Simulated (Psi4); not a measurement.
**HCl2F (SMILES Cl.FCl) at wB97M-V/jun-cc-pVDZ (density fitting, counterpoise (cp, nocp), fragments set)**

We compute the interaction energy of HCl2F. 

The results are computed with Psi4 1.11.

1 further run of the same task is left out (set aside as unsound or not needed). Runs told in other sessions of the task aren't counted.

## (1) The system as given

The species is HCl2F (4 atoms), meant as a singlet with charge 0. SMILES: `Cl.FCl`.

Bond lengths: F3–Cl4 1.682 Å, Cl1–H2 1.279 Å.

## (2) The interaction energy at wB97M-V/jun-cc-pVDZ (density fitting, counterpoise (cp, nocp), fragments set)

Input file cl2fh.dat:

```
memory 1600 mb

molecule geom {
  0 1
  Cl     0.546000    -0.178500     0.280800
  H     -0.546000     0.178500    -0.280800
  --
  0 1
  F     -0.180780     2.438950     2.137490
  Cl    -1.722530     1.767630     2.089770
  symmetry c1
  no_reorient
  no_com
}


energy_value, wavefunction = energy('wb97m-v/jun-cc-pVDZ', bsse_type=['cp', 'nocp'], return_wfn=True)
```

Launch:

```sh
psi4 -i cl2fh.dat -o cl2fh.out -n 1
```

What values should one expect? Wanted: interaction energy.

Answer, from the run:

At wB97M-V/jun-cc-pVDZ (density fitting, counterpoise (cp, nocp), fragments set):

```
          quantity        value
interaction energy  0.78 kJ/mol
```
